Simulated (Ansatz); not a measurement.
Mulliken charges of `CC1=C(N)S1` from ωB97M-V/def2-TZVPP in Ansatz (PBE0-D4/def2-TZVP geometry).

| atom | x (Å) | y (Å) | z (Å) | charge (e) |
| --- | --- | --- | --- | --- |
| C1 | -1.614 | -0.642 | -0.047 | -0.250 |
| C2 | -0.350 | 0.021 | -0.348 | -0.010 |
| C3 | 0.836 | 0.462 | -0.143 | 0.078 |
| N4 | 1.923 | 0.654 | 0.639 | -0.248 |
| S5 | 0.332 | 1.065 | -1.754 | -0.198 |
| H6 | -2.443 | 0.073 | -0.042 | 0.122 |
| H7 | -1.563 | -1.116 | 0.937 | 0.102 |
| H8 | -1.845 | -1.413 | -0.789 | 0.120 |
| H9 | 2.027 | 0.014 | 1.411 | 0.136 |
| H10 | 2.779 | 0.831 | 0.139 | 0.147 |

Task: By hand: the dipole of these point charges (1 e Å = 4.8032 D).

Result: Σ q r = (-0.065, -0.327, 0.401) e Å, of length 0.521 e Å = 2.50 D.

Task: How does the dipole of the full density compare? (Estimate.)

Result: The calculation gave: (0.201, -0.398, 0.547) e Å, 3.39 D; the point charges give 0.74 times that, at 24° from its direction.

Point charges leave out the atoms' own dipoles, such as those of lone pairs, and Mulliken's split depends on the basis, so the two needn't agree.
